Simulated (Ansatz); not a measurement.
`C=CCOC=C` and `C=COC` differ in one atom or group.

Ansatz, PBE0-D4/def2-TZVP geometries, multiplicity 1. Each molecule was computed in one conformer, which needn't be the lowest.

```json
{"property": "LUMO energy (PBE0/def2-TZVPP) / eV", "`C=CCOC=C`": "-0.03"}
{"property": "LUMO energy (ωB97M-V/def2-TZVPP) / eV", "`C=CCOC=C`": "2.11"}
{"property": "size of the dipole moment (PBE/def2-TZVPP) / D", "`C=CCOC=C`": "0.84"}
{"property": "HOMO–LUMO gap (ωB97M-V/def2-TZVPP) / eV", "`C=CCOC=C`": "11.14"}
{"property": "HOMO energy (ωB97M-V/def2-TZVPP) / eV", "`C=CCOC=C`": "-9.03"}
{"property": "HOMO–LUMO gap (PBE/def2-TZVPP) / eV", "`C=CCOC=C`": "4.44"}
```

What does the change do to each property? (Best estimate.)

Ansatz gave: 
| property | `C=COC` | shift |
| --- | --- | --- |
| LUMO energy (PBE0/def2-TZVPP) / eV | 0.90 | 0.93 |
| LUMO energy (ωB97M-V/def2-TZVPP) / eV | 3.02 | 0.91 |
| size of the dipole moment (PBE/def2-TZVPP) / D | 0.90 | 0.06 |
| HOMO–LUMO gap (ωB97M-V/def2-TZVPP) / eV | 12.01 | 0.87 |
| HOMO energy (ωB97M-V/def2-TZVPP) / eV | -8.99 | 0.04 |
| HOMO–LUMO gap (PBE/def2-TZVPP) / eV | 5.39 | 0.95 |

The zero-point energy changes by -87.2 kJ/mol with -12 modes. Dipoles are sizes alone; their direction can turn.
